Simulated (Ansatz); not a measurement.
A nudged elastic band was laid between two geometries of H₅NSi₂ (8 atoms, charge 0, multiplicity 1).

All numbers below come from Ansatz, RKS PBE-D4/def2-SVP.

```yaml
movable_images: 7
climbing_image: yes
spring: 5.0 eV/Å²
optimiser: quadratic models (default)
start_path: through a guess of the saddle point
force_threshold: 0.05 eV/Å
iteration_limit: 60
end_points: relaxed
```

First end point:

```xyz
8
Properties=species:S:1:pos:R:3
N -1.500 0.921 -1.566
Si -0.097 0.835 -0.730
Si 0.609 -0.714 0.911
H -2.197 0.190 -1.357
H 0.902 1.909 -1.052
H 0.911 0.001 2.202
H 1.858 -1.423 0.455
H -0.486 -1.719 1.137
```

Last end point:

```xyz
8
Properties=species:S:1:pos:R:3
N -1.492 1.346 -1.231
Si -0.103 0.521 -0.978
Si 0.608 -0.738 0.893
H -2.180 1.320 -0.462
H 0.883 0.572 -2.111
H -0.461 -0.686 1.950
H 1.889 -0.166 1.443
H 0.855 -2.169 0.495
```

Task: What changes between the two ends?

Result: No bond is made or broken. The dihedral N1–Si2–Si3–H8 goes from 0 to 120°. The two ends are copies of one structure, up to a mirror image or an exchange of like atoms.

Task: Give the energies along the band, and the barrier.

Result: The forces met the threshold. The highest image is number 4 of 0 to 8, 0.3 kcal/mol above the ends, which have the same energy within 2 meV. A vibrational analysis at the climbing image gives one clearly imaginary mode, 56i cm⁻¹: a first-order saddle point.

```csv
image,path coordinate (Å),energy (kcal/mol),dihedral N1–Si2–Si3–H8 (°)
0,0.00,0.0,0
1,0.46,0.0,14
2,0.92,0.1,29
3,1.38,0.2,43
4,1.84,0.3,58
5,2.33,0.3,73
6,2.81,0.2,88
7,3.29,0.0,104
8,3.77,0.0,120
```

Task: What is the geometry of the highest image?

Result: 
```xyz
8
Properties=species:S:1:pos:R:3:forces:R:3
N -1.552 1.107 -1.366 -0.01 0.01 -0.03
Si -0.048 0.685 -0.886 0.01 0.01 0.01
Si 0.621 -0.718 0.900 0.00 -0.01 0.02
H -2.340 0.712 -0.833 0.00 -0.01 0.01
H 1.068 1.285 -1.692 0.00 -0.01 0.00
H 0.131 -0.138 2.201 0.00 0.00 -0.01
H 2.120 -0.854 0.954 0.00 0.00 -0.01
H 0.000 -2.078 0.722 0.01 0.01 0.00
```

The run took 2 min on 1 thread of Intel(R) Xeon(R) Processor @ 2.70GHz, with other jobs on the host, peak memory 0.14 GiB.
